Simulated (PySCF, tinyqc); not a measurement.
RHF in the sto-3g basis, for CH2, spin multiplicity 1, step by step. The lowest restricted solution is unstable here: a spin-polarised one lies 0.0200 hartree lower (PySCF). One step of it, computed by the program tinyqc.

Question. Iteration 2: DIIS coefficients. Solve [B -1; -1 0][c; lambda] = [0; -1] for the coefficients, which sum to one.

B (overlaps of the stored error matrices):
$$\begin{pmatrix}
1.5993822e+02 & 8.8271637e+00 \\
8.8271637e+00 & 1.1423751e+00
\end{pmatrix}$$

Give: DIIS coefficients.

Answer.

DIIS coefficients: [-0.0536, 1.0536]
